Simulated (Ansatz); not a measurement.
Process, species as SMILES: FC=C + 3 [H][H] (H2) → 2 C (CH4) + F (HF)
B3LYP-D3(BJ)/def2-TZVP geometries, fixed; electronic energies without zero-point terms.
Largest species:
```
C
C 1 1.3174
F 1 1.3475 2 122.16
H 2 1.0798 1 119.40 3 180.00
H 2 1.0810 4 119.01 1 180.00
H 1 1.0823 2 126.09 4 0.00
```
Charge 0, spin multiplicity 1.

Basis-set convergence of the energy of full hydrogenation at PBE with Ansatz (a program for electronic structure). Cartesian d functions, on some or all atoms, in 6-31G*, 6-31G**, 6-31+G*; all else is spherical. The program fits the integrals of some runs and decomposes those of others, by size. No added dispersion term, no relativity. Functions are those of the species that has most. Reference: the value in aug-pcseg-3, -78.31 kcal/mol, itself unsure by roughly 0.05 kcal/mol (its mean distance from aug-cc-pVQZ, def2-QZVPPD, pcseg-3). Deviations are taken from unrounded values.

```
basis            functions  energy of full hydrogenation (kcal/mol)  minus reference (kcal/mol)
---------------  ---------  ---------------------------------------  --------------------------
6-31G                   33                                   -71.17                        7.14
6-31G*                  51                                   -67.77                       10.54
def2-SVP                57                                   -72.53                        5.78
6-31G**                 60                                   -71.17                        7.14
6-31+G*                 63                                   -76.48                        1.83
aug-cc-pVDZ             96                                   -81.67                       -3.36
def2-TZVP              111                                   -75.49                        2.82
cc-pVTZ                132                                   -75.89                        2.42
jun-cc-pV(T+d)Z        159                                   -78.50                       -0.19
def2-QZVPP             261                                   -77.98                        0.33
pcseg-3                279                                   -78.30                        0.01
def2-QZVPPD            291                                   -78.38                       -0.07
aug-pcseg-3            402                                   -78.31                        0.00
```

The smallest set listed that lies within 1 kcal/mol of the reference with all its larger relatives (same family, alike in diffuse functions; a set with none counts only in the reference's own line) is jun-cc-pV(T+d)Z (159 functions, -0.19 kcal/mol off). Inside, with no larger relative to test it: def2-QZVPP, pcseg-3, def2-QZVPPD. (Relatives not listed, tested too: aug-cc-pVTZ -0.04, aug-cc-pVQZ -0.06 kcal/mol.)
